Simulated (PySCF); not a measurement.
SMILES C(C)(C=C)=C (GFN2-xTB optimised geometry):

```
13

C      1.794    -1.186     0.000
C      0.466    -1.186     0.000
C     -0.389    -0.006     0.000
C     -1.715    -0.141    -0.004
C      0.262     1.344     0.004
H      2.375    -0.280     0.001
H      2.354    -2.106     0.000
H     -0.063    -2.131     0.000
H     -2.375     0.709    -0.004
H     -2.186    -1.110    -0.006
H      0.894     1.462    -0.875
H      0.887     1.460     0.888
H     -0.487     2.131     0.002
```

Method: PySCF 2.14.0 with CAM-B3LYP/def2-TZVP.

Problem. What are the frontier orbital energies and the dipole moment?

Solution. HOMO-2 -10.97 eV, HOMO-1 -10.26 eV, HOMO -7.97 eV, LUMO 0.35 eV, LUMO+1 2.33 eV; dipole moment 0.25 D.

Meta-Löwdin charges at CAM-B3LYP/def2-TZVP: C1 -0.27, C2 -0.10, C3 0.05, C4 -0.28, C5 -0.34, H6 0.12, H7 0.12, H8 0.11, H9 0.12, H10 0.11, H11 0.12, H12 0.12, H13 0.12.
